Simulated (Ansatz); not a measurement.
# AlH4 (doublet): from Hartree-Fock to the top rungs at distance Al1–H4 along a hydrogen transfer = 1.586 Å, cc-pVDZ

How much of the correlation energy of AlH4 (doublet) does each wave-function method recover here?

The runs use Ansatz 0.2.0, Gaussian basis; cc-pVDZ, core rule «outside noble gas», up to 5 orbitals frozen.

Plan: UHF; CCSD(T) on ROHF; CCSD(T) on UHF; BCCD(T) on ROHF; CISD; CCSDT(Q) on ROHF; CCSDT(Q) on UHF; CCSDTQ on ROHF; CCSDTQ on UHF; CASSCF and MRCISD+Q, 3 electrons in 3 orbitals; CASSCF and NEVPT2, 3 electrons in 3 orbitals; Full CI.

8 further runs of the same task are left out: 8 for a known fault of the program.

## Step 1: What is computed

The geometry derives from fragments relaxed apart (PBE0/def2-TZVP) and kept rigid, so it is no stationary point. A hydrogen atom is moved between rigid fragments.

5 atoms, charge 0, spin multiplicity 2.

Atoms are counted from 1 here; the program's logs count them from 0.

Bond lengths: Al1–H2 1.586 Å, Al1–H3 1.586 Å, Al1–H4 1.586 Å. Angles: H2–Al1–H3 120.0°, H2–Al1–H4 120.0°, H3–Al1–H4 120.0°.

## Step 2: UHF

File in.yaml:

```yaml
crystal:
  periodic: [false, false, false]
  atoms:
    - {symbol: Al, position_ang: [-0.098281, 0.000000, 0.000000]}
    - {symbol: H, position_ang: [-0.891205, 1.373384, 0.000000]}
    - {symbol: H, position_ang: [-0.891204, -1.373384, 0.000000]}
    - {symbol: H, position_ang: [1.487567, 0.000000, 0.000000]}
    - {symbol: H, position_ang: [2.925719, 0.000000, 0.000000]}
basis:
  gaussian: {orbitals: cc-pVDZ}
magnetization: {spin_polarized: true, initial_magnetization: 1}
hamiltonian: {xc: hf}
output: {orbitals: {seedname: orbitals}}
```

Run with:

```
ansatz run in.yaml --threads 1 --pin off --events-out ev --progress --plain --max-ram 2816MiB --backend cpu
```

The runs that follow: CCSD(T) on ROHF; CCSD(T) on UHF; BCCD(T) on ROHF; CISD; CCSDT(Q) on ROHF; CCSDT(Q) on UHF; CCSDTQ on ROHF; CCSDTQ on UHF; CASSCF and MRCISD+Q, 3 electrons in 3 orbitals; CASSCF and NEVPT2, 3 electrons in 3 orbitals; Full CI.

**Question.** What will the summary of the whole plan be? Wanted: FCI below the RHF energy; RMP2 from FCI; UMP2 from FCI; RCCSD from FCI; RCCSD(T) from FCI; UCCSD(T) from FCI; RCCSDT(Q) from FCI; UCCSDT(Q) from FCI; NEVPT2 pair from FCI.

**Answer**, as computed:

```
                         quantity                                                                                               value
         FCI below the RHF energy                                                                                          -3.0032 eV
                    RMP2 from FCI                                                                                          +764.3 meV
                    UMP2 from FCI                                                                                          +755.0 meV
                   RCCSD from FCI                                                                                           +51.0 meV
                RCCSD(T) from FCI                                                                                           +14.1 meV
                UCCSD(T) from FCI                                                                                           +14.0 meV
               RCCSDT(Q) from FCI                                                                                            +0.4 meV
               UCCSDT(Q) from FCI                                                                                            +0.3 meV
             NEVPT2 pair from FCI                                                                                          +747.0 meV
           MRCISD+Q pair from FCI                                                                                            -3.9 meV
levels within 1 kcal/mol (43 meV)  RCCSD(T), UCCSD(T), BCCD(T), RCCSDT, UCCSDT, RCCSDT(Q), UCCSDT(Q), RCCSDTQ, UCCSDTQ, MRCISD+Q pair
                    T1 diagnostic                                                                                               0.021
   effectively unpaired electrons                                                                                                1.03
```

RCCSD(T) misses by +14.1 meV, 0.5 % of the correlation energy. MRCISD+Q pair falls below full CI: the +Q correction isn't variational, and the cores differ from full CI's. One determinant dominates. Of the multireference levels listed MRCISD+Q pair comes nearest in total energy (-3.9 meV), which doesn't show that its space is the better one. These misses are within one basis, not against nature; the frozen cores of restricted and unrestricted runs differ, which can shift their rows.
